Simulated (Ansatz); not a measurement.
Cartesian coordinates in Å:
```
O 0.486 -0.033 0.553
P -0.486 0.033 -0.553
```

Charge 0, multiplicity 2.

List the PBE0/def2-TZVPP orbital energies in eV (Ansatz). (Best estimate.)

The calculation gave: α occupied: -2102.88, -523.63, -181.57, -130.90, -130.84, -130.72, -28.72, -15.68, -11.62, -11.12, -11.08, -5.81. α empty: -3.33, 0.62, 6.03, 6.15, 6.55, 6.58, 6.67, 7.52. β occupied: -2102.79, -523.43, -181.47, -130.85, -130.68, -130.49, -28.34, -14.88, -11.00, -10.59, -10.37. β empty: -3.02, -2.02, 0.92, 6.31, 6.87, 6.91, 7.52, 7.62. ⟨S²⟩ = 0.756.
